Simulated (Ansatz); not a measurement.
Reaction (SMILES): C=O (CH2-O) → CH2O+ (doublet, bonded as C=O) + e-
B3LYP-D3(BJ)/def2-TZVP geometries, fixed; electronic energies without zero-point terms.

Basis-set convergence of the adiabatic ionisation energy at B3LYP with Ansatz (a quantum-chemistry and plane-wave program). Cartesian d functions, on some or all atoms, in 6-31G**, 6-31+G*; all else is spherical. The program fits the integrals of some runs and decomposes those of others, by size. Open shells are unrestricted. No added dispersion term, no relativity. Functions are those of the species that has most. Reference: the value in aug-pcseg-3, 10.873 eV, itself unsure by roughly 0.003 eV (its mean distance from aug-cc-pVQZ, cc-pV5Z, def2-QZVPPD).

```json
[
 {"basis": "STO-3G", "functions": "12", "adiabatic ionisation energy (eV)": "…"},
 {"basis": "6-31G", "functions": "22", "adiabatic ionisation energy (eV)": "…"},
 {"basis": "def2-SV(P)", "functions": "32", "adiabatic ionisation energy (eV)": "…"},
 {"basis": "cc-pVDZ", "functions": "38", "adiabatic ionisation energy (eV)": "10.643"},
 {"basis": "6-31G**", "functions": "40", "adiabatic ionisation energy (eV)": "10.704"},
 {"basis": "6-31+G*", "functions": "42", "adiabatic ionisation energy (eV)": "…"},
 {"basis": "6-311G**", "functions": "48", "adiabatic ionisation energy (eV)": "10.772"},
 {"basis": "def2-SVPD", "functions": "59", "adiabatic ionisation energy (eV)": "10.929"},
 {"basis": "6-311++G(2d,2p)", "functions": "74", "adiabatic ionisation energy (eV)": "10.885"},
 {"basis": "def2-TZVP", "functions": "74", "adiabatic ionisation energy (eV)": "10.849"},
 {"basis": "def2-TZVPP", "functions": "90", "adiabatic ionisation energy (eV)": "10.848"},
 {"basis": "def2-TZVPD", "functions": "95", "adiabatic ionisation energy (eV)": "10.868"},
 {"basis": "def2-TZVPPD", "functions": "111", "adiabatic ionisation energy (eV)": "10.866"},
 {"basis": "aug-cc-pVTZ", "functions": "138", "adiabatic ionisation energy (eV)": "10.872"},
 {"basis": "cc-pVQZ", "functions": "170", "adiabatic ionisation energy (eV)": "10.855"},
 {"basis": "aug-cc-pVQZ", "functions": "252", "adiabatic ionisation energy (eV)": "10.872"},
 {"basis": "aug-pcseg-3", "functions": "268", "adiabatic ionisation energy (eV)": "10.873"},
 {"basis": "cc-pV5Z", "functions": "292", "adiabatic ionisation energy (eV)": "10.869"}
]
```

Task: Some entries are withheld; supply them.

Result: 
- STO-3G, adiabatic ionisation energy (eV): 9.051
- 6-31G, adiabatic ionisation energy (eV): 10.790
- def2-SV(P), adiabatic ionisation energy (eV): 10.785
- 6-31+G*, adiabatic ionisation energy (eV): 10.909
